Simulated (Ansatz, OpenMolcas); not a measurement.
## A small benchmark: atomisation enthalpy at 298 K

6 molecules with nitrogen; the atomisation enthalpy at 298 K in kJ/mol, computed less measured. Shapes, held fixed at every level: PBE0-D4/def2-TZVP. Flexible molecules stand in one conformer, not always the lowest. Thermal terms are harmonic and unscaled (PBE0-D4/def2-TZVP); the spin-orbit lowering of the free atoms is taken from their spectra. Programs: Ansatz 0.2.0, OpenMolcas 26.06. Measured values: Active Thermochemical Tables, NIST-JANAF tables.

Levels: A = r2SCAN/cc-pVTZ; B = B3LYP-D4/def2-TZVPP; C = BHLYP-D4/def2-TZVPP.

```tsv
molecule	from tabulated heats	A	B	C
HCN (hydrogen cyanide)	1278	-23	+1	-81
N2O (nitrous oxide)	1112	+20	+25	-153
C2N2 (bisisocyanide)	1766	-8	+30	-135
HOCN (cyanic acid)	1671	-9	+2	-126
NF3 (nitrogen trifluoride)	843	+35	+9	-163
N2H4 (hydrazine)	1721	-31	+23	-68
```

Task: Sum up the errors.

Result: 
```json
{"level": "r2SCAN/cc-pVTZ", "kind": "meta-GGA", "mean error": "-2.7", "mean absolute error": "21.0", "worst case": "NF3"}
{"level": "B3LYP-D4/def2-TZVPP", "kind": "global hybrid", "mean error": "+15.0", "mean absolute error": "15.0", "worst case": "C2N2"}
{"level": "BHLYP-D4/def2-TZVPP", "kind": "global hybrid", "mean error": "-121.0", "mean absolute error": "121.0", "worst case": "NF3"}
```

On this set B3LYP-D4/def2-TZVPP has the smallest mean absolute error and BHLYP-D4/def2-TZVPP the largest. r2SCAN/cc-pVTZ is too low in 4 of 6; B3LYP-D4/def2-TZVPP is too high in 6 of 6; BHLYP-D4/def2-TZVPP is too low in 6 of 6. Heats of the atoms come from ATcT where it has them. The levels differ in basis as well as in method. The set is small.
